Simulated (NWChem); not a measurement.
System: ethylamine (C₂H₇N); SMILES CCN

```xyz
10

C      0.2571    -1.2343    -0.0367
C     -0.5506     0.0489     0.0217
N      0.3151     1.2090    -0.0768
H     -0.3946    -2.1209    -0.0138
H      0.8637    -1.2647    -0.9543
H      0.9463    -1.3085     0.8212
H     -1.1887     0.0307     0.9329
H     -1.2496     0.0726    -0.8321
H     -0.2323     2.0670    -0.0657
H      0.9301     1.2564     0.7345
```
Atoms are numbered in this order, from 1.

Program: NWChem. The geometry was optimised at PBE0/def2-SVP. Isolated, static molecule.

GIAO at PBE0/pcSseg-1: principal shieldings of N3 are 186.7, 235.9, 254.2 ppm; an isolated ammonia molecule has σ = 265.6 ppm at the same levels.

Task: Find the isotropic 15N shift, its principal values, the span and the skew.

Result: 
1. σ(iso) = one third of the sum = 225.6 ppm.
2. δ = σ(reference) − σ = 40.0 ppm against ammonia.
3. δ11, δ22, δ33 = 78.9, 29.7, 11.4 ppm.
4. Span Ω = δ11 − δ33 = 67.5 ppm; skew κ = 3(δ22 − δ(iso))/Ω = -0.46.
